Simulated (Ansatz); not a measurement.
**How far each method lies from full CI for BAs⁺, quartet**

Geometry: a PBE0/def2-TZVP stationary point for this spin.

```xyz
2

B     0.0000    0.0000    0.0000
As    0.0000    0.0000    1.9675
```

Basis cc-pVDZ; Ansatz 0.2.0. Correlated methods freeze the noble-gas cores and the filled d shells of p-block atoms, which leaves 7 electrons in 26 orbitals. Prefix R: restricted or restricted open-shell reference. Active spaces: valence = (7e, 8o) chosen from the atoms' valence shells. No spin–orbit coupling is included, and no scalar relativity.

Full CI is exact within this basis and frozen core; it isn't the basis-set limit.

For open shells CISD is restricted-active-space CI with the open shells as a complete middle space.

- UHF ⟨S²⟩: 3.762
- T1 diagnostic (RCCSD): 0.0397
- largest doubles amplitude (RCCSD): 0.068

Task: From what is known of these methods and the diagnostics, rank them by the size of their error in total energy against full CI in cc-pVDZ, smallest first (an estimate: the text doesn't fix the numbers).
A. RHF
B. CASSCF (valence space)
C. MRCISD (valence space)
D. RCCSD(T)
E. RCCSDT

Result: E (1.1 kJ/mol), D (5.1 kJ/mol), C (9.5 kJ/mol), B (207.5 kJ/mol), A (369.0 kJ/mol).

All errors are against full CI in cc-pVDZ. Within each family the higher level lies nearer, as is usual though not guaranteed.

The full-CI state has the irrep A2 of C2v, in the program's axes (one component, if the state is degenerate).

Natural occupations of full CI about the gap: 1.954 1.895 0.990 0.976 0.976 0.052 0.052 0.037 0.009 0.009; effectively unpaired electrons, Σ n²(2−n)², 3.07.
